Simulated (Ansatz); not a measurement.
# How far each method lies from full CI for SiCl, quartet

Geometry: a point of a stretch scan, not a stationary point.

```xyz
2

Si    0.0000    0.0000    0.0000
Cl    0.0000    0.0000    2.3050
```

Basis 6-31G; Ansatz 0.2.0. Only valence electrons are correlated (noble-gas cores frozen), which leaves 11 electrons in 16 orbitals. Prefix R: restricted or restricted open-shell reference; prefix U: unrestricted. Active spaces: pair = (5e, 5o) about the gap; valence = (11e, 8o) chosen from the atoms' valence shells.

Full CI is exact within this basis and frozen core; it isn't the basis-set limit. The frozen core follows each run's orbitals, which can shift R against U totals by a few meV.

For open shells CISD and CISDTQ are restricted-active-space CI with the open shells as a complete middle space.

```
UHF ⟨S²⟩                          : 3.761
T1 diagnostic (RCCSD)             : 0.0217
largest doubles amplitude (RCCSD) : 0.099
T1 diagnostic (UCCSD)             : 0.0175
```

```csv
level,E − E(full CI) (kcal/mol),share of correlation (%),wall time
RHF,46.58,0.00,–
UHF,45.37,2.58,–
RMP2,9.01,80.65,–
UMP2,9.49,79.61,–
CISD,2.34,94.98,2 s
RCCSD,1.13,97.57,–
UCCSD,1.06,97.73,–
RCCSD(T),0.29,99.38,2 s
UCCSD(T),0.28,99.40,1.8 s
BCCD(T),0.32,99.32,2 s
RCCSDT,0.05,99.90,–
UCCSDT,0.04,99.91,–
CISDTQ,0.06,99.87,41 s
RCCSDT(Q),0.01,99.98,7.5 s
UCCSDT(Q),-0.01,100.01,6.5 s
RCCSDTQ,0.00,100.00,70 s
UCCSDTQ,-0.01,100.01,68 s
CASSCF (pair space),34.13,26.72,–
NEVPT2 (pair space),6.01,87.10,1.1 s
MRCISD (pair space),1.77,96.19,–
MRCISD+Q (pair space),0.62,98.67,1.8 s
CASSCF (valence space),31.53,32.30,–
NEVPT2 (valence space),8.13,82.55,1.2 s
MRCISD (valence space),1.38,97.03,–
MRCISD+Q (valence space),0.47,99.00,2.5 s
```

The correlation energy at full CI, counted from RHF, is -2.020 eV. That run took 4.2 min on 1 thread of Arm Neoverse N1, shared host over 5,206,784 determinants.

Times hold each run's SCF and search for its determinant on a shared host, so for small cases they say little of a method's own cost; they ran on 1 thread of Arm Neoverse N1.

The full-CI state has the irrep A2 of C2v, in the program's axes (one component, if the state is degenerate).

Natural occupations of full CI about the gap: 1.992 1.985 1.985 1.945 1.006 0.998 0.998 0.041 0.012 0.012; effectively unpaired electrons, Σ n²(2−n)², 3.02.
